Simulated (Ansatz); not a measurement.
[CH3···H···Br], doublet in cc-pVDZ: errors against UCCSDT(Q)

Geometry: a point of a hydrogen-transfer path between rigid fragments, not a stationary point.

```xyz
6

C    -2.5167    0.0000    0.0000
H    -2.8799    1.0273    0.0000
H    -2.8799   -0.5137    0.8897
H    -2.8799   -0.5137   -0.8897
H    -1.0297    0.0000    0.0000
Br    0.5003    0.0000    0.0000
```

Basis cc-pVDZ; Ansatz 0.2.0. Only valence electrons are correlated (noble-gas cores and the filled d shells of p-block atoms frozen), which leaves 15 electrons in 46 orbitals. R marks a restricted (for open shells ROHF) determinant, U an unrestricted one. Active spaces: valence = (15e, 12o) chosen from the atoms' valence shells. No spin–orbit coupling is included, and no scalar relativity.

Full CI isn't at hand for all of this; UCCSDT(Q) serves as the reference, and is uncertain by about the last step of the cluster series. The frozen core follows each run's orbitals, which can shift R against U totals by a few meV for light atoms and by up to 0.1 eV past Ca.

```
UHF ⟨S²⟩                          : 0.786
T1 diagnostic (RCCSD)             : 0.0227
largest doubles amplitude (RCCSD) : 0.072
T1 diagnostic (UCCSD)             : 0.0129
```

Q: From what is known of these methods and the diagnostics, rank them by the size of their error in total energy against UCCSDT(Q) in cc-pVDZ, smallest first (an estimate: the text doesn't fix the numbers).
A. UHF
B. UCCSD(T)
C. UMP2
D. UCCSD
E. UCCSDT

A: E (12 meV), B (34 meV), D (206 meV), C (1214 meV), A (8424 meV).

All errors are against UCCSDT(Q) in cc-pVDZ. Within each family the higher level lies nearer, as is usual though not guaranteed.

Natural occupations of CASSCF (valence space) about the gap: 1.983 1.977 1.977 1.967 1.000 0.035 0.022 0.022 0.019; effectively unpaired electrons, Σ n²(2−n)², 1.02.
